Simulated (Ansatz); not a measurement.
## How the bulk modulus of trigonal Te moves with the method

### Question
Put these levels in order of the bulk modulus that they give for trigonal Te, smallest first: LDA (Ansatz, a quantum-chemistry and plane-wave program), PBE (Ansatz), PBEsol (Ansatz), r²SCAN (Ansatz).

### Answer
r²SCAN (12.3 GPa), PBE (17.3 GPa), PBEsol (32.6 GPa), LDA (37.3 GPa)

Unless a cell is named, each level is at its own relaxed cell (LDA 31.30, PBE 35.12, PBEsol 32.03, r²SCAN 36.43 Å³/atom).

PBE, PBEsol, LDA, r²SCAN: the cell comes from a level without a dispersion term, which matters for the spacing of layers, chains or molecules. Each level is taken at its own relaxed cell. Cutoffs differ between the levels. Ansatz's density-functional and Hartree–Fock values are scalar-relativistic unless marked +SOC, with PAW data made under PBE.
